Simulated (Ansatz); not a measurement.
# CO+ (doublet): small, medium and large basis sets

One table from this session's results is given with a row withheld; the runs are named, their logs left out.

Method: one geometry, several basis sets; program: Ansatz 0.2.0, Gaussian basis.

Plan: PBE0-D4/def2-SVP; ωB97M-V/def2-SVP; PBE0-D4/def2-QZVPP; ωB97M-V/def2-QZVPP; CCSD(T)/cc-pV(D+d)Z; CCSD(T)/cc-pV(T+d)Z; CCSD(T)/cc-pV(Q+d)Z; the functionals' def2-TZVPP values are taken from earlier runs.

### The geometry

The geometry comes from an earlier relaxation with PBE0-D4 in a triple-zeta def2 set; it is a stationary point.

SMILES `[C]#[O+]`, 2 atoms, charge 1, spin multiplicity 2.

Atoms are counted from 1 here; the program's logs count them from 0.

Bond lengths: C1–O2 1.106 Å.

Geometry (Å):

```csv
atom,x (Å),y (Å),z (Å)
C1,0.47256,-0.15276,0.24343
O2,-0.47256,0.15276,-0.24343
```

Set-up of the first run:

File in.yaml:

```yaml
crystal:
  periodic: [false, false, false]
  atoms:
    - {symbol: C, position_ang: [0.472555, -0.152757, 0.243430]}
    - {symbol: O, position_ang: [-0.472555, 0.152757, -0.243430]}
basis:
  gaussian: {orbitals: def2-SVP}
total_charge: 1
magnetization: {spin_polarized: true, initial_magnetization: 1}
hamiltonian: {xc: pbe0, dispersion: d4}
output: {orbitals: {seedname: orbitals}}
```

Command:

```console
$ ansatz run in.yaml --threads 2 --pin off --events-out ev --progress --plain --max-ram 20480MiB --backend cpu
```

Steps of the session up to this table: PBE0-D4 in def2-SVP; ωB97M-V in def2-SVP; PBE0-D4 in def2-QZVPP; ωB97M-V in def2-QZVPP.

One table of the session follows, with a row left open; its other results are not shown here.

It belongs to the step «Functionals by basis». 

```
functional       basis  HOMO (eV)  LUMO (eV)
   PBE0-D4    def2-SVP     -23.97     -16.92
   PBE0-D4  def2-TZVPP     -23.84     -16.92
   PBE0-D4  def2-QZVPP     -23.84     -16.92
   ωB97M-V    def2-SVP          ?          ?
   ωB97M-V  def2-TZVPP     -26.15     -15.03
   ωB97M-V  def2-QZVPP     -26.16     -15.04
```

**Question.** Estimate the row for ωB97M-V, def2-SVP.

**Answer.** HOMO (eV): -26.17; LUMO (eV): -15.05. In the column «HOMO (eV)» it is the lowest.
